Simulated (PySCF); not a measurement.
PySCF input (PBE/6-311+G**):

```python
import numpy as np, basis_set_exchange as bse
from pyscf import gto, scf, dft, df

basis = {'C': gto.basis.parse(bse.get_basis('6-311+G**', elements=['C'], fmt='nwchem')), 'H': gto.basis.parse(bse.get_basis('6-311+G**', elements=['H'], fmt='nwchem')), 'N': gto.basis.parse(bse.get_basis('6-311+G**', elements=['N'], fmt='nwchem'))}
mol = gto.M(
    atom='''
    C    -0.00000000   -0.00000000   -0.49689011
    N     0.00000000    0.00000000    0.64927938
    H    -0.00000000   -0.00000000   -1.56361504
    ''',
    basis=basis,
    charge=0,
    verbose=4,
    max_memory=2160,
)
mf = dft.RKS(mol, xc='pbe')
mf.grids.level = 3
mf = mf.density_fit(auxbasis=df.autoaux(mol))
mf.conv_tol = 1e-9
mf.max_cycle = 100
print('smallest overlap eigenvalue', np.linalg.eigvalsh(mol.intor('int1e_ovlp'))[0])
mf.kernel()
dip = mf.dip_moment()
```

Output:

```
PySCF version 2.14.0

[INPUT] verbose = 4
[INPUT] num. atoms = 3
[INPUT] num. electrons = 14
[INPUT] charge = 0
[INPUT] spin (= nelec alpha-beta = 2S) = 0
[INPUT] symmetry False subgroup None
[INPUT] Mole.unit = angstrom
[INPUT] Symbol           X                Y                Z      unit          X                Y                Z       unit  Magmom
[INPUT]  1 C      0.000000000000   0.000000000000  -0.496890110000 AA    0.000000000000   0.000000000000  -0.938986221905 Bohr   0.0
[INPUT]  2 N      0.000000000000   0.000000000000   0.649279380000 AA    0.000000000000   0.000000000000   1.226960206527 Bohr   0.0
[INPUT]  3 H      0.000000000000   0.000000000000  -1.563615040000 AA    0.000000000000   0.000000000000  -2.954804189851 Bohr   0.0

nuclear repulsion = 24.0414551204057
number of shells = 24
number of NR pGTOs = 78
number of NR cGTOs = 50
basis = {'C': [[0, [4563.24, 0.00196665], [682.024, 0.0152306], [154.973, 0.0761269], [44.4553, 0.260801], [13.029, 0.616462], [1.82773, 0.221006]], [0, [20.9642, 0.11466], [4.80331, 0.919999], [1.45933, -0.00303068]], [0, [0.483456, 1.0]], [0, [0.145585, 1.0]], [0, [0.0438, 1.0]], [1, [20.9642, 0.0402487], [4.80331, 0.237594], [1.45933, 0.815854]], [1, [0.483456, 1.0]], [1, [0.145585, 1.0]], [1, [0.0438, 1.0]], [2, [0.626, 1.0]]], 'H': [[0, [33.865, 0.0254938], [5.09479, 0.190373], [1.15879, 0.852161]], [0, [0.32584, 1.0]], [0, [0.102741, 1.0]], [1, [0.75, 1.0]]], 'N': [[0, [6293.48, 0.00196979], [949.044, 0.0149613], [218.776, 0.0735006], [63.6916, 0.248937], [18.8282, 0.60246], [2.72023, 0.256202]], [0, [30.6331, 0.111906], [7.02614, 0.921666], [2.11205, -0.00256919]], [0, [0.684009, 1.0]], [0, [0.200878, 1.0]], [0, [0.0639, 1.0]], [1, [30.6331, 0.0383119], [7.02614, 0.237403], [2.11205, 0.817592]], [1, [0.684009, 1.0]], [1, [0.200878, 1.0]], [1, [0.0639, 1.0]], [2, [0.913, 1.0]]]}
ecp = {}
ETB for C: l = 0, exps = 0.0876 * 1.8^n , n = 0..15
ETB for C: l = 1, exps = 0.0876 * 1.8^n , n = 0..13
ETB for C: l = 2, exps = 0.0876 * 1.8^n , n = 0..12
ETB for C: l = 3, exps = 0.6698 * 2.2^n , n = 0..2
ETB for H: l = 0, exps = 0.205482 * 1.8^n , n = 0..10
ETB for H: l = 1, exps = 0.852741 * 2^n , n = 0..2
ETB for H: l = 2, exps = 1.5 * 2.2^n , n = 0..0
ETB for N: l = 0, exps = 0.1278 * 1.8^n , n = 0..15
ETB for N: l = 1, exps = 0.1278 * 1.8^n , n = 0..13
ETB for N: l = 2, exps = 0.1278 * 1.8^n , n = 0..11
ETB for N: l = 3, exps = 0.9769 * 2.2^n , n = 0..2
smallest overlap eigenvalue 0.0013633014520460993

******** <class 'pyscf.df.df_jk.DFRKS'> ********
method = DFRKS
initial guess = minao
damping factor = 0
level_shift factor = 0
DIIS = <class 'pyscf.scf.diis.CDIIS'>
diis_start_cycle = 1
diis_space = 8
diis_damp = 0
SCF conv_tol = 1e-09
SCF conv_tol_grad = None
SCF max_cycles = 100
direct_scf = False
XC library pyscf.dft.libxc version 7.1.2
    S. Lehtola, C. Steigemann, M. J. T. Oliveira, and M. A. L. Marques,  SoftwareX 7, 1–5 (2018)
XC functionals = pbe
    J. P. Perdew, K. Burke, and M. Ernzerhof,  Phys. Rev. Lett. 77, 3865 (1996)
    J. P. Perdew, K. Burke, and M. Ernzerhof,  Phys. Rev. Lett. 78, 1396 (1997)
    J. P. Perdew, K. Burke, and M. Ernzerhof,  Phys. Rev. Lett. 77, 3865 (1996)
    J. P. Perdew, K. Burke, and M. Ernzerhof,  Phys. Rev. Lett. 78, 1396 (1997)
radial grids:
    Treutler-Ahlrichs [JCP 102, 346 (1995); DOI:10.1063/1.469408] (M4) radial grids

becke partition: Becke, JCP 88, 2547 (1988); DOI:10.1063/1.454033
pruning grids: <function nwchem_prune>
grids dens level: 3
symmetrized grids: False
atomic radii adjust function: <function treutler_atomic_radii_adjust>
small_rho_cutoff = 0
Set gradient conv threshold to 3.16228e-05
Initial guess from minao.
tot grids = 37832
init E= -93.4443146306555
  HOMO = -0.380816626171061  LUMO = -0.0609605668900569  gap/eV = 8.70373
cycle= 1 E= -93.3047031992783  delta_E= 0.14  |g|= 0.354  |ddm|= 1.43
  HOMO = -0.228438792065582  LUMO = -0.0125191448520189  gap/eV = 5.87547
cycle= 2 E= -93.068408392047  delta_E= 0.236  |g|= 1.05  |ddm|= 0.892
  HOMO = -0.315921836976995  LUMO = -0.0234002763062956  gap/eV = 7.95992
cycle= 3 E= -93.3335966122538  delta_E= -0.265  |g|= 0.128  |ddm|= 0.649
  HOMO = -0.33710830188352  LUMO = -0.0380935826990687  gap/eV = 8.13660
cycle= 4 E= -93.3374200242233  delta_E= -0.00382  |g|= 0.0163  |ddm|= 0.0878
  HOMO = -0.334223941742166  LUMO = -0.035958916243825  gap/eV = 8.11620
cycle= 5 E= -93.3374827450528  delta_E= -6.27e-05  |g|= 0.00245  |ddm|= 0.0149
  HOMO = -0.334177985538227  LUMO = -0.0359674921618997  gap/eV = 8.11472
cycle= 6 E= -93.3374843149298  delta_E= -1.57e-06  |g|= 0.000122  |ddm|= 0.00173
  HOMO = -0.334160234652189  LUMO = -0.0359517813606748  gap/eV = 8.11467
cycle= 7 E= -93.337484318962  delta_E= -4.03e-09  |g|= 1.01e-05  |ddm|= 0.00011
  HOMO = -0.33416008384945  LUMO = -0.0359522311612978  gap/eV = 8.11465
cycle= 8 E= -93.3374843189914  delta_E= -2.93e-11  |g|= 2.11e-06  |ddm|= 7.26e-06
  HOMO = -0.334159613977907  LUMO = -0.0359518315644023  gap/eV = 8.11465
Extra cycle  E= -93.3374843189833  delta_E= 8.03e-12  |g|= 6.5e-06  |ddm|= 4.97e-06
converged SCF energy = -93.3374843189833
Dipole moment(X, Y, Z, Debye): -0.00000, -0.00000, -2.96642
```
